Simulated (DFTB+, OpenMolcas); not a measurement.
**A ladder of methods for PH2 (SMILES [PH2])**

PH2 has 3 atoms, charge 0, and is taken as a doublet. As SMILES, `[PH2]`. Geometry: relaxed at GFN2-xTB.

```xyz
3

P     0.5145   -0.3028    0.2527
H     0.1115    1.0274    0.1724
H    -0.6260   -0.7246   -0.4251
```

Quantity: the vertical energy of the quartet above the doublet, in eV. The values are calculated.

```csv
level,kind,program,value (eV),less FCI/pcseg-0,CPU time (all runs)
DFTB2,semi-empirical,DFTB+,4.77,-2.01,under 2 s
UHF/pcseg-0,Hartree–Fock,OpenMolcas,6.54,-0.24,3.5 s
USVWN5/pcseg-0,LDA,OpenMolcas,7.02,+0.24,7 s
UPBE/pcseg-0,GGA,OpenMolcas,6.89,+0.11,8.2 s
U-r2SCAN/pcseg-0,meta-GGA,OpenMolcas,6.84,+0.06,11 s
UM06-2X/pcseg-0,hybrid meta-GGA,OpenMolcas,7.02,+0.24,11 s
"CASSCF(3,3)/pcseg-0",multireference,OpenMolcas,7.00,+0.22,4.1 s
ROCCSD(T)/pcseg-0,coupled cluster or CI,OpenMolcas,6.78,0.00,4.9 s
FCI/3-21G,exact in the basis,OpenMolcas,6.67,-0.11,6.1 s
FCI/pcseg-0,exact in the basis,OpenMolcas,6.78,0.00,7.1 s
```

FCI/pcseg-0 is exact within its basis and frozen core, so for wave-function methods in that basis the difference is their error; functionals converge differently with the basis, so for them it is only a difference. The values span 4.77 to 7.02 eV. All rows use very small basis sets, so even the best lies far from the true value. CPU times are rough (shared hosts, several kinds of processor): they show what a rung costs within a factor of a few.
